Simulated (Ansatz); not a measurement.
A calculation with Ansatz (development build ahead of 0.2.0).

```yaml
crystal:
  periodic: [false, false, false]
  atoms:
    - { symbol: O, position_ang: [0.0, 0.0, -0.57787] }
    - { symbol: C, position_ang: [0.0, 1.161, 0.18809] }
    - { symbol: C, position_ang: [0.0, -1.161, 0.18809] }
    - { symbol: H, position_ang: [0.0, 2.02139, -0.49624] }
    - { symbol: H, position_ang: [-0.89522, 1.23287, 0.83959] }
    - { symbol: H, position_ang: [0.89522, 1.23287, 0.83959] }
    - { symbol: H, position_ang: [0.0, -2.02139, -0.49624] }
    - { symbol: H, position_ang: [0.89522, -1.23287, 0.83959] }
    - { symbol: H, position_ang: [-0.89522, -1.23287, 0.83959] }
basis:
  gaussian: { orbitals: cc-pVTZ }
hamiltonian:
  xc: hf
correlation:
  method: mp2
  frozen_orbitals: { C: 1, H: 0, O: 1 }
```

The input is written out in the form of the current development build from the run's settings.

Output:

```
Converged                       : yes
Reference energy                : -154.12548 hartree
Correlation energy              : -0.59786 hartree
Total energy                    : -154.72335 hartree
Spin squared of the determinant : 0.000
```
